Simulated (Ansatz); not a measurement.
`Clc1ccc[nH]1`, 10 atoms. Total charge 0; spin multiplicity 1. All runs use 4 threads of a server CPU on a shared host. Correlated methods freeze the cores.

Q: Give the basis size and wall time and peak host memory of each of these runs in Ansatz. RHF-MP2/def2-QZVPP energy; RKS ωB97M-V/def2-SVP energy; RKS BLYP-D4/def2-TZVPP energy; direct RPA on PBE orbitals/def2-TZVPP energy; RHF-CCSD(T)/def2-TZVPP energy; RKS revPBE-D4/def2-TZVPP energy; RKS PBE0-D4/def2-TZVP relaxation (5 steps); RHF-CCSD(T)/def2-SVP energy; RKS PBE0-D4/def2-TZVP frequencies; RKS ωB97M-V/def2-QZVPP energy; RKS PBE-D4/def2-TZVPP energy and forces; RKS HSE06-D4/def2-TZVPP energy. (An estimate is asked.)

A: Ansatz gave: Other jobs shared the machine, so times are rough.

```tsv
level	job	functions	wall time	peak host memory (GiB)
RKS revPBE-D4/def2-TZVPP	energy	253	2.3 s	0.34
RKS PBE-D4/def2-TZVPP	energy and forces	253	2.7 s	0.34
RKS BLYP-D4/def2-TZVPP	energy	253	3 s	0.33
RKS HSE06-D4/def2-TZVPP	energy	253	4.1 s	0.67
RKS ωB97M-V/def2-SVP	energy	108	4.3 s	0.33
direct RPA on PBE orbitals/def2-TZVPP	energy	253	5.5 s	0.65
RHF-CCSD(T)/def2-SVP	energy	108	6.5 s	0.53
RKS ωB97M-V/def2-QZVPP	energy	475	21 s	2.1
RKS PBE0-D4/def2-TZVP	relaxation (5 steps)	216	26 s	0.59
RHF-MP2/def2-QZVPP	energy	475	33 s	3.1
RKS PBE0-D4/def2-TZVP	frequencies	216	2.9 min	0.59
RHF-CCSD(T)/def2-TZVPP	energy	253	3.1 min	5.8
```

HSE06 is defined as in plane-wave codes.
